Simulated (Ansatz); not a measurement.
Input file:

```yaml
crystal:
  periodic: [false, false, false]
  atoms:
    - {symbol: N, position_ang: [0.000000, 0.000000, 0.000000]}
    - {symbol: H, position_ang: [0.000000, 0.000000, 1.038535]}
basis:
  gaussian: {orbitals: aug-cc-pVDZ}
total_charge: -1
magnetization: {spin_polarized: true, initial_magnetization: 1}
correlation: {method: ccsd, electrons: outside_noble_gas}
```

```sh
$ ansatz run in.yaml --threads 1 --pin off --events-out ev --progress --plain --max-ram 2393MiB
```

Roughly how long does this take on 1 thread of Arm Neoverse V2, shared host, and how much host memory?

2.1 s wall and 0.13 GiB.

```
315 factors; integrals over basis functions are off by at most 9.0e-4 eV
mean field evaluation 1: about -1489.2217 eV, gradient 2.7e1 eV
mean field evaluation 2: about -1489.2114 eV, gradient 2.7e1 eV
mean field evaluation 4: about -1494.0517 eV, gradient 7.8e0 eV
mean field evaluation 8: about -1494.3838 eV, gradient 2.6e-1 eV
mean field evaluation 16: about -1489.7825 eV, gradient 3.1e1 eV
mean field evaluation 32: about -1490.4204 eV, gradient 1.2e1 eV
mean field evaluation 64: about -1492.0042 eV, gradient 6.2e-2 eV
mean field evaluation 96: about -1494.0056 eV, gradient 1.9e-6 eV
mean field evaluation 128: about -1489.3123 eV, gradient 8.3e0 eV
mean field evaluation 160: about -1494.3865 eV, gradient 1.8e-2 eV
...
mean field evaluation 1216: about -1492.0042 eV, gradient 5.6e-3 eV
mean field evaluation 1248: about -1491.4426 eV, gradient 8.9e-3 eV
mean field evaluation 1280: about -1489.7518 eV, gradient 1.4e-3 eV
mean field evaluation 1312: about -1490.6591 eV, gradient 1.5e-2 eV
mean field evaluation 1344: about -1494.3824 eV, gradient 1.9e-1 eV
mean field evaluation 1376: about -1494.8288 eV, gradient 1.2e-1 eV
mean field evaluation 1408: about -1490.6933 eV, gradient 3.9e-1 eV
mean field evaluation 1440: about -1490.5705 eV, gradient 1.2e-1 eV
mean field -1494.82952836 eV, -54.9339719353 hartree, gradient 1.6e-6 eV, S^2 1.766164; 12 other end points of the search recorded, 0 dependent functions left out
determinant -1494.82952836 eV, -54.9339719353 hartree, with singles and doubles -1498.48291109 eV, -55.0682312745 hartree
determinant -1494.38653587 eV, -54.9176922615 hartree, with singles and doubles -1499.38064243 eV, -55.1012222927 hartree
determinant -1494.00556214 eV, -54.9036917352 hartree, with singles and doubles -1497.93828155 eV, -55.0482165079 hartree
determinant -1492.00422996 eV, -54.8301441342 hartree, with singles and doubles -1496.39966627 eV, -54.9916734392 hartree
determinant -1491.44259285 eV, -54.8095043511 hartree, with no singles and doubles
determinant -1494.82952836 eV, -54.9339719353 hartree, with singles and doubles -1498.50516230 eV, -55.0690489913 hartree
determinant -1494.00556214 eV, -54.9036917352 hartree, with singles and doubles -1497.91934366 eV, -55.0475205535 hartree
determinant -1492.00422996 eV, -54.8301441342 hartree, with singles and doubles -1496.40207555 eV, -54.9917619786 hartree
determinant -1494.82952836 eV, -54.9339719353 hartree, with singles and doubles -1498.50700575 eV, -55.0691167370 hartree
determinant -1494.38653587 eV, -54.9176922615 hartree, with singles and doubles -1499.38370834 eV, -55.1013349625 hartree
mean field evaluation 1472: about -1494.3865 eV, gradient 1.4e-6 eV
1 core orbitals not correlated: weight in the atoms' cores, before any rotation towards them, 1.000 or more for the frozen orbitals, at most 0.000 for the correlated occupied ones
reference -1494.38653587 eV, -54.9176922615 hartree; 4, 3 occupied and 27, 28 virtual orbitals, 325 factors
second order -4.57580215 eV of doubles, -0.00000000 eV of singles
cycle   1  -4.99717131 eV  change    1.2e-6 eV  update   1.4e-6
Total energy: -1499.38370718 eV, -55.1013349199 hartree
```
